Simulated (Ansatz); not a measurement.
C2H6S, SMILES `CSC` (charge 0, multiplicity 1).

Cartesian coordinates (Å):
SMILES: CSC
```xyz
9

C     -1.3804     0.0250    -0.1268
S     -0.0281     0.0799     1.0769
C      1.3795    -0.0225    -0.0582
H     -1.3637    -0.9070    -0.6929
H     -2.3123     0.0800     0.4341
H     -1.3302     0.8720    -0.8118
H      1.3589    -0.9538    -0.6253
H      1.3925     0.8253    -0.7441
H      2.2838     0.0010     0.5483
```
Charge 0, multiplicity 1.

Frozen-core energies in 6-31g from Ansatz (a quantum-chemistry and plane-wave program) at a geometry from B3LYP-D3(BJ)/def2-TZVP; the HF reference has <S^2> = 0.00 and the T1 diagnostic is 0.007.

| level | energy (Ha) |
|---|---|
| HF | -476.66561 |
| MP2 | -476.90577 |
| CCSD | -476.94363 |

### Question
Estimate the energies of CCSD(T), CCSDT and CCSDT(Q), and give each level's difference from CCSDT(Q).

### Answer

```json
[
 {"level": "MP2", "energy (Ha)": "-476.90577", "difference from CCSDT(Q) (mHa)": "44.35"},
 {"level": "CCSD", "energy (Ha)": "-476.94363", "difference from CCSDT(Q) (mHa)": "6.49"},
 {"level": "CCSD(T)", "energy (Ha)": "-476.94921", "difference from CCSDT(Q) (mHa)": "0.90"},
 {"level": "CCSDT", "energy (Ha)": "-476.94980", "difference from CCSDT(Q) (mHa)": "0.32"},
 {"level": "CCSDT(Q)", "energy (Ha)": "-476.95012", "difference from CCSDT(Q) (mHa)": "0.00"}
]
```
